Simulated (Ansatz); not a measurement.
Cost and result for the atomization energy of C$_{2}$HFN$_{2}$ (`FC1N=C=N1`) (6 atoms, 6 bonds).

Charge 0, multiplicity 1. All single points use the PBE0-D4/def2-TZVP geometry. Program: Ansatz. All runs use 2 threads of an Arm Neoverse V1 on a shared host. Times are those of one run each, without the atoms' runs, and a repeat can differ threefold. Electronic energies, without spin–orbit coupling; frozen cores. CCSD(T)/CBS adds CCSD(T) − MP2 in def2-TZVPP to the MP2 limit, and its time is that of the two runs behind it. T1 = 0.018; the RHF reference is unstable towards UHF. B3LYP takes the VWN-RPA correlation (the form of Gaussian; ORCA's B3LYP/G). HSE06 is the plane-wave form, built on full-range PBE exchange.

CCSD(T)/CBS is a level of theory with its own doubt, some kJ/mol a heavy atom from the limit and from the frozen cores, so smaller differences don't rank the functionals.

| level | functions | wall time |
| --- | --- | --- |
| LDA (SPW92)/def2-TZVPP | 169 | 0.95 s |
| revPBE-D4/def2-TZVPP | 169 | 1.6 s |
| PBE0-D4/def2-TZVPP | 169 | 2.3 s |
| HSE06-D4/def2-TZVPP | 169 | 2.5 s |
| CAM-B3LYP-D4/def2-TZVPP | 169 | 2.6 s |
| B3LYP-D4/def2-TZVPP (with forces) | 169 | 2.9 s |
| CCSD(T)/def2-SVP | 75 | 3 s |
| r2SCAN-D4/def2-TZVPP (with forces) | 169 | 4.3 s |
| PBE-QIDH/def2-TZVPP | 169 | 4.7 s |
| B97M-V/def2-TZVPP | 169 | 7 s |
| MP2/def2-QZVPP | 315 | 15 s |
| CCSD(T)/def2-TZVPP | 169 | 52 s |
| CCSD(T)/CBS(def2) | – | 67 s |

Question: What atomization energy does each give, and how far from CCSD(T)/CBS? (Estimate.)

Answer: The calculation gave: 
| level | atomization (kcal/mol) | difference from CCSD(T)/CBS | per bond |
| --- | --- | --- | --- |
| LDA (SPW92)/def2-TZVPP | 689.6 | 142.4 | 23.7 |
| revPBE-D4/def2-TZVPP | 572.0 | 24.8 | 4.1 |
| PBE0-D4/def2-TZVPP | 560.2 | 13.0 | 1.8 |
| HSE06-D4/def2-TZVPP | 561.3 | 14.1 | 2.4 |
| CAM-B3LYP-D4/def2-TZVPP | 550.4 | 3.2 | 0.4 |
| B3LYP-D4/def2-TZVPP (with forces) | 549.4 | 2.2 | 0.4 |
| CCSD(T)/def2-SVP | 505.0 | -42.2 | -7.0 |
| r2SCAN-D4/def2-TZVPP (with forces) | 551.0 | 3.8 | 0.6 |
| PBE-QIDH/def2-TZVPP | 543.6 | -3.6 | -0.6 |
| B97M-V/def2-TZVPP | 555.0 | 7.8 | 1.3 |
| MP2/def2-QZVPP | 565.7 | 18.5 | 3.1 |
| CCSD(T)/def2-TZVPP | 524.4 | -22.8 | -3.8 |
| CCSD(T)/CBS(def2) | 547.2 | 0.0 | 0.0 |

The D4 term adds +3.8 kcal/mol with B3LYP and +1.9 kcal/mol with PBE0; it sums over pairs of atoms, weighted by their polarisabilities, and B3LYP, whose exchange is more repulsive, gets the larger term. In def2-TZVPP, CCSD(T) changes the Hartree–Fock value by +233.0 kcal/mol (the triples alone add +22.4 kcal/mol) and MP2 by +260.6 kcal/mol; breaking electron pairs costs correlation energy, which Hartree–Fock lacks. At CCSD(T), def2-SVP lies −42.2 kcal/mol from the extrapolated value and def2-TZVPP −22.9 kcal/mol: correlation converges slowly with the basis, and small sets miss more of it in the bonded molecule than in its fragments.
